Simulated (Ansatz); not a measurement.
Input file:

```yaml
crystal:
  periodic: [false, false, false]
  atoms:
    - {symbol: Ge, position_ang: [0.000000, 0.000000, 0.330803]}
    - {symbol: C, position_ang: [0.000000, 0.000000, -1.626483]}
    - {symbol: H, position_ang: [0.000000, 0.908852, -2.229454]}
    - {symbol: H, position_ang: [0.000000, -0.908852, -2.229454]}
basis:
  gaussian: {orbitals: cc-pVDZ}
total_charge: 1
magnetization: {spin_polarized: false, initial_magnetization: 3}
correlation: {method: ccsdt_q, electrons: outside_noble_gas}
```

```sh
$ ansatz run in.yaml --threads 1 --pin off --events-out ev --progress --plain --max-ram 2816MiB --backend cpu
```

Output:

```
975 factors; integrals over basis functions are off by at most 2.5e-7 eV
mean field evaluation 1: about -57521.4612 eV, gradient 2.2e1 eV
mean field evaluation 2: about -57521.5077 eV, gradient 2.2e1 eV
mean field evaluation 4: about -57523.7765 eV, gradient 2.7e0 eV
mean field evaluation 8: about -57523.8620 eV, gradient 5.6e-1 eV
mean field evaluation 16: about -57523.8683 eV, gradient 2.6e-6 eV
mean field evaluation 32: about -57523.2086 eV, gradient 4.0e-5 eV
mean field evaluation 64: about -57520.8245 eV, gradient 2.3e1 eV
mean field evaluation 96: about -57519.7802 eV, gradient 1.4e-1 eV
mean field evaluation 128: about -57517.0494 eV, gradient 6.2e-1 eV
mean field evaluation 160: about -57520.1116 eV, gradient 5.2e0 eV
mean field evaluation 192: about -57512.4955 eV, gradient 1.4e0 eV
mean field evaluation 224: about -57519.0839 eV, gradient 5.3e-2 eV
mean field evaluation 256: about -57517.6748 eV, gradient 2.0e-2 eV
mean field -57523.86829231 eV, -2113.9631686639 hartree, gradient 2.5e-6 eV, S^2 3.750000; 6 other end points of the search recorded, 0 dependent functions left out
mean field evaluation 288: about -57523.5287 eV, gradient 1.4e-4 eV
determinant -57523.86829231 eV, -2113.9631686639 hartree, with singles and doubles -57528.89792509 eV, -2114.1480042596 hartree
determinant -57523.20856748 eV, -2113.9389242237 hartree, with singles and doubles -57528.14034863 eV, -2114.1201638380 hartree
15 core orbitals not correlated: weight in the atoms' cores, before any rotation towards them, 0.999 or more for the frozen orbitals, at most 0.000 for the correlated occupied ones
reference -57523.86829231 eV, -2113.9631686639 hartree; 6, 3 occupied and 30, 33 virtual orbitals, 975 factors
second order -4.15966477 eV of doubles, -0.10908372 eV of singles
cycle   1  -4.77996596 eV  change   -5.1e-1 eV  update   7.2e-2
cycle   2  -5.10238731 eV  change   -3.2e-1 eV  update   3.5e-2
cycle   3  -5.21685170 eV  change   -1.1e-1 eV  update   2.1e-2
cycle   4  -5.20564972 eV  change    1.1e-2 eV  update   8.9e-3
cycle   5  -5.20958056 eV  change   -3.9e-3 eV  update   4.3e-3
cycle   6  -5.21081537 eV  change   -1.2e-3 eV  update   1.4e-3
cycle   7  -5.21008129 eV  change    7.3e-4 eV  update   6.2e-4
cycle   8  -5.21025277 eV  change   -1.7e-4 eV  update   3.6e-4
cycle   9  -5.21030787 eV  change   -5.5e-5 eV  update   1.6e-4
cycle  10  -5.21013255 eV  change    1.8e-4 eV  update   8.1e-5
cycle  11  -5.21015489 eV  change   -2.2e-5 eV  update   4.1e-5
cycle  12  -5.21016070 eV  change   -5.8e-6 eV  update   1.5e-5
cycle  13  -5.21017868 eV  change   -1.8e-5 eV  update   6.9e-6
cycle  14  -5.21018095 eV  change   -2.3e-6 eV  update   2.9e-6
cycle  15  -5.21018155 eV  change   -5.9e-7 eV  update   1.3e-6
cycle  16  -5.21018108 eV  change    4.7e-7 eV  update   5.8e-7
perturbative correction -0.00995651 eV, -0.0003658948 hartree
Total energy: -57529.08842989 eV, -2114.1550051818 hartree
```

For the same geometry and basis RCCSDTQ lies 0.3 meV lower.

Ran on 1 thread of AMD EPYC 7R13, shared host: 14 s wall, 0.3 GiB peak host memory.
